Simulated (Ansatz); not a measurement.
Reactions of C$_{3}$H$_{4}$F$_{2}$ (`FC=CCF`).

Program: Ansatz. Geometries: PBE0-D4/def2-TZVP. ΔE: electronic, gas phase. CCSD(T)/CBS is the MP2 limit (def2-TZVPP, def2-QZVPP) plus CCSD(T) − MP2 in def2-TZVPP, frozen cores. This one scheme is used for every species, atoms too. Double bonds are as drawn, so ΔE can hold a change between cis and trans. DFT in def2-TZVPP. Open shells (•) are unrestricted, without spin–orbit coupling. Spin–orbit coupling would lower the free atoms: a little for C, F. Each species was taken in one conformer, which may not be the lowest.

```tsv
reaction	CCSD(T)/CBS(def2) (eV)
`F/C=C\CF` → `F[C@H]1C[C@@H]1F`	0.45
`F/C=C\CF` + H₂ → `C/C=C\F` + H–F	?
`F/C=C\CF` → `C=CC(F)F`	-0.34
`F/C=C\CF` → `FC1(F)CC1`	0.12
`F/C=C\CF` → 3 C• + 2 F• + 4 H•	37.90
```

**Question.** Fill in the missing values. (An estimate is asked.)

**Answer.** Ansatz gave: `F/C=C\CF` + H₂ → `C/C=C\F` + H–F: -1.18 eV.

Largest T1 diagnostic: 0.012, for `F/C=C\CF`.
